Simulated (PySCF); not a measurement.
C2H6O3S.
Geometry (PBE0-D3(BJ)/def2-TZVP, Å), atoms numbered from 1 in this order:
```
atom  x, y, z in Å
C1    -1.727    0.065   -0.261
O2    -1.273    0.529    1.011
S3     0.005   -0.168    1.716
O4     0.063   -1.538    1.240
O5     1.231    0.629    1.028
C6     1.724    0.217   -0.247
H7    -1.532   -1.002   -0.373
H8    -1.238    0.623   -1.062
H9    -2.800    0.250   -0.289
H10    1.619   -0.862   -0.368
H11    1.192    0.740   -1.043
H12    2.778    0.491   -0.270
```

The closed-shell ground state was solved at several levels (PySCF, density fitting, gas phase, non-relativistic). Geometry: PBE0-D3(BJ)/def2-TZVP, one conformer, isolated molecule.

```tsv
level	basis functions	HOMO (eV)	LUMO (eV)	gap (eV)	dipole (D)
PBE0/aug-cc-pVTZ	418	-8.13	-0.20	7.93	2.55
CAM-B3LYP/aug-cc-pVTZ	418	-9.55	0.16	9.71	2.59
wB97X-D/aug-cc-pVTZ	418	-10.00	0.78	10.78	2.58
```

Question: Estimate the row for PBE0/pcSseg-2, a basis of 307 functions; the other rows only guide the guess.

Answer: HOMO -8.14 eV, LUMO 0.39 eV, gap 8.53 eV, dipole 2.61 D.

Question: Over all these levels, which gives the widest orbital gap and which the narrowest?

Answer: wB97X-D/aug-cc-pVTZ (range-separated hybrid) has the widest, 10.78 eV, and PBE0/aug-cc-pVTZ (global hybrid, 25 % exact exchange) the narrowest, 7.93 eV. The two share the basis. From the narrowest to the widest the HOMO moves by -1.87 eV and the LUMO by +0.98 eV.

Question: How far do the dipole and the HOMO energy spread over the levels?

Answer: The dipole runs from 2.55 to 2.61 D (mean 2.58 D) and the HOMO from -10.00 to -8.13 eV.
